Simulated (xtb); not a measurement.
CHO, SMILES [CH]=O (connectivity only; charge and spin as stated), charge +1, multiplicity 1. All values are semi-empirical tight-binding results from xtb (GFN2-xTB unless named), good for trends rather than for accurate numbers. Coordinates come from a GFN2-xTB optimisation. The isomer is the one that the SMILES or the coordinates give; other isomers of the formula were not compared.

Computed properties:
The point group as xtb finds it is C∞v. The orbital gap comes out as 7.20 eV. The zero-point energy comes out as 10.0 kcal/mol and the G − E(el) at 298.15 K (modified RRHO) comes out as -2.2 kcal/mol. The static polarisability (D4 model) comes out as 13.6 bohr³, the solvation energy, GFN2-xTB/ALPB(water) comes out as -77.4 kcal/mol and the solvation energy, GFN2-xTB/ALPB(acetonitrile) comes out as -67.6 kcal/mol.

Problem. Give the IR lines (harmonic; lines under 4 % of the strongest left out, lines within 3 cm⁻¹ merged). (Estimate from the structure and the level; the computed values follow.)

Solution. ν (cm⁻¹): 858 (s), 2284 (vs), 2970 (vs) (against the strongest line: vs over 80 %, s over 45 %, m over 15 %, w over 4 %, vw less)
